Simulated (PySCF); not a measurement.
How the method moves the HOMO and LUMO of BClH3P

Compound: BClH3P.
Structure used (PBE0-D3(BJ)/def2-SVP), in Å, numbered top down from 1:
```xyz
6
BClH3P angstrom
P     -0.4849   -0.3279   -1.0320
B      1.2992    0.0820   -0.5638
Cl     2.4957   -1.1762   -0.3491
H     -0.7254   -1.4618   -0.2098
H     -1.1546    0.6533   -0.2510
H      1.6793    1.2255   -0.5393
```

The species is `PBCl` (BClH3P).

Basis pcSseg-2 throughout (PySCF), one geometry. One conformer (not necessarily the lowest) at the PBE0-D3(BJ)/def2-SVP geometry, without solvent, vibrations or thermal averaging.

How do the orbital energies, the gap and the dipole change with the method?

| method | kind | HOMO (eV) | LUMO (eV) | gap (eV) | μ (D) | SCF cycles |
| --- | --- | --- | --- | --- | --- | --- |
| BLYP | GGA | -6.38 | -2.57 | 3.82 | 1.00 | 13 |
| B97-D | GGA | -6.50 | -2.56 | 3.94 | 1.04 | 13 |
| PBE | GGA | -6.54 | -2.74 | 3.80 | 1.04 | 13 |
| OPBE | GGA | -6.55 | -2.64 | 3.91 | 1.08 | 13 |
| KT2 | GGA | -6.59 | -2.71 | 3.88 | 1.07 | 13 |
| KT3 | GGA | -6.61 | -2.66 | 3.95 | 1.05 | 13 |
| BP86 | GGA | -6.63 | -2.81 | 3.83 | 1.04 | 13 |
| LDA | LDA | -6.65 | -2.95 | 3.70 | 1.12 | 13 |
| B97-2 | global hybrid | -7.42 | -1.83 | 5.60 | 1.09 | 12 |
| B3LYP | global hybrid | -7.44 | -2.01 | 5.43 | 1.06 | 12 |
| PBE0 | global hybrid | -7.66 | -1.84 | 5.82 | 1.11 | 12 |
| mPW1PW91 | global hybrid | -7.68 | -1.84 | 5.84 | 1.10 | 12 |
| BHandHLYP | global hybrid | -8.64 | -0.79 | 7.84 | 1.13 | 11 |
| CAM-B3LYP | range-separated hybrid | -8.93 | -0.72 | 8.21 | 1.10 | 11 |
| wB97X-D | range-separated hybrid | -9.48 | -0.02 | 9.47 | 1.12 | 13 |
| HF | Hartree–Fock | -10.17 | 1.63 | 11.81 | 1.21 | 11 |
| LC-wPBE | range-separated hybrid | -10.28 | 0.36 | 10.64 | 1.15 | 12 |

The HOMO spans 3.89 eV, from BLYP down to LC-wPBE, and the gap runs from 3.70 eV (LDA) to 11.81 eV (HF). Over the methods BLYP (0 %), B97-D (0 %), PBE (0 %), OPBE (0 %), KT2 (0 %), KT3 (0 %), BP86 (0 %), LDA (0 %), B97-2 (21 %), B3LYP (20 %), PBE0 (25 %), mPW1PW91 (25 %), BHandHLYP (50 %), HF (100 %), a straight line through the gap against the share of exact exchange rises by 0.80 eV for each 10 % (correlation coefficient 1.000). The dipole ranges from 1.00 D (BLYP) to 1.21 D (HF). This basis has no diffuse functions.
